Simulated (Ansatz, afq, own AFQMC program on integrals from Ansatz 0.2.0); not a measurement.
CH₃Al, singlet in cc-pVDZ along one coordinate

```yaml
atoms:
  - { symbol: Al, position_ang: [-0.0229, 0.0000, 0.5849] }
  - { symbol: C, position_ang: [0.0451, 0.0000, -1.1957] }
  - { symbol: H, position_ang: [0.1606, 0.0000, 2.1470] }
  - { symbol: H, position_ang: [-0.0423, 0.9125, -1.7784] }
  - { symbol: H, position_ang: [-0.0423, -0.9125, -1.7784] }
```

The Al1–C2 distance is changed with both sides rigid. Energies in kcal/mol count from this geometry (1.782 Å) at the same level; the start stands on RHF, each point on the determinant named.

Basis cc-pVDZ. Only valence electrons are correlated. Ansatz 0.2.0 and our own AFQMC program on the same integrals; the CISD trial comes from CCSD amplitudes, and released means the phaseless constraint is let go. ± is one standard error of the sampling.

Cautions, each for one point or more: CCSDT(Q) on the RHF determinant differs, by its state or its frozen core; CCSDT(Q) on the UHF determinant differs, perhaps since the unrestricted series falls towards higher spin; cluster runs in doubt by the program's own checks; higher spins were not checked; raised T1 diagnostic; restricted determinant unstable towards unrestricted; strong correlation; unrestricted determinant spin contaminated; walk and cluster series may follow different spin states.

```tsv
r(Al1–C2) / Å	det.	T1	weight	⟨S²⟩	CCSD(T)	ph-AFQMC/CISD	released AFQMC	CCSDT(Q)	B2PLYP	wB97M-V
1.994	RHF	0.023	0.85	pure	5.9	6.7 ± 0.6	6.0 ± 0.7*	5.7	11.5§	10.5
2.491	UHF¶	0.080	0.75	1.21	52.6	48.7 ± 0.7	48.6 ± 0.9*	48.7	56.2§	59.8§
3.215	RHF	0.012	0.84	pure	86.6	85.5 ± 0.6	–	86.4	80.8§	83.9§
4.867	RHF	0.010	0.85	pure	79.9	80.1 ± 0.5	80.1 ± 0.8*	80.1	79.1§	82.7§
```

Weight is that of the determinant in the CISD state; at the start T1 is 0.019 and the weight 0.87. ¶ marks points with a poor determinant and no full CI, where no value is sure; they don't count among the departures. An asterisk marks released energies that aren't shown to be converged. A dash marks a missing value, a released energy that hasn't settled or a functional that sits on another state. § marks a functional whose ⟨S²⟩ is too high by over 0.1. Largest departures from CCSDT(Q), at the points where its series has closed: CCSD(T) 0.3 kcal/mol at 1.994 (on RHF), ph-AFQMC/CISD 1.0 kcal/mol at 1.994 (on RHF) (within the noise). The functionals aren't scored here. In this small basis the wave-function levels are far from their limit, so their gap to the functionals isn't the functionals' error.

Some points may be missing: those where a free walk finds a much lower state, and past Zn most of those on another determinant than at the start.

A walk keeps the symmetry of its determinant, which the program's search chose and which needn't be the lowest solution, so a lower state of the same spin and another symmetry isn't excluded.
